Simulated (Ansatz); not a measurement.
This script drives the Python package of Ansatz (0.2.0).

`run_torsion.py`:
```python
"""Energy of CH4O2S2 as one group turns about a bond."""

import ansatz as az
from ase import Atoms

BASIS = "def2-SVP"
XC = "pbe0"
FORCE_TOL = 0.02
LEVEL = "mp2"


def main() -> None:
    atoms = Atoms(["O", "C", "O", "S", "S", "H", "H", "H", "H"], positions=[
        [-0.8763, -0.4518, -1.1137],
        [-0.0319, 0.052, -0.1508],
        [0.6218, 1.1529, -0.7117],
        [1.2265, -1.2218, 0.26],
        [-0.9444, 0.556, 1.2886],
        [-1.7153, 0.1469, -0.9569],
        [1.4329, 0.7309, -1.1407],
        [0.2566, -2.1297, 0.5457],
        [0.1186, 1.1183, 1.9624],
    ])

    # relax first, so that the scan starts from a minimum
    first = (
        az.Crystal.molecule_from_ase(atoms).calculation()
        .basis(gaussian=BASIS)
        .functional(XC)
        .relax(force_tolerance=FORCE_TOL, max_steps=80)
    )
    atoms.positions = first.run(threads=1).report["positions_ang"]

    start = atoms.get_dihedral(2, 1, 0, 5)
    energies = {}
    for turn in range(0, 360, 40):
        turned = atoms.copy()
        turned.set_dihedral(2, 1, 0, 5, start + turn, indices=[0, 5])
        setup = (
            az.Crystal.molecule_from_ase(turned).calculation()
            .basis(gaussian=BASIS)
            .correlation(LEVEL)
        )
        energies[round((start + turn) % 360)] = setup.run(threads=1).report["free_energy_ev"]
    floor = min(energies.values())
    print("dihedral O2-C1-O0-H5 (deg)   E - E(min) (kJ/mol)")
    for angle, e in sorted(energies.items()):
        print(f"{angle:8d} {96.485332 * (e - floor):14.3f}  " + "#" * int(30 * (e - floor) / max(max(energies.values()) - floor, 1e-9)))


if __name__ == "__main__":
    main()
```

It is started by `python run_torsion.py`. Estimate its wall time and peak memory on 1 thread of Intel(R) Xeon(R) Platinum 8488C (Sapphire Rapids), with other jobs on the host.

It took about 40 s, with a peak of 0.3 GiB, for 10 runs of the engine.

```console
$ python run_torsion.py
dihedral O2-C1-O0-H5 (deg)   E - E(min) (kJ/mol)
      16         24.546  ###########################
      56         17.988  ####################
      96         15.146  #################
     136         26.169  #############################
     176         26.523  ##############################
     216         24.696  ###########################
     256         12.328  #############
     296          0.000
     336         10.705  ############
```

These settings explore the input space; basis and method may be short of convergence. The scan is rigid and the energies are electronic, in a modest basis. With rigid groups the curve can differ much from the relaxed path, the start wasn't checked as a minimum of this torsion, and equivalent turns needn't return to the same energy. The start is relaxed with a density functional and scanned with the wavefunction method, so it isn't exactly that method's minimum.

(Lines on the test bed's own set-up are left out of the output.)
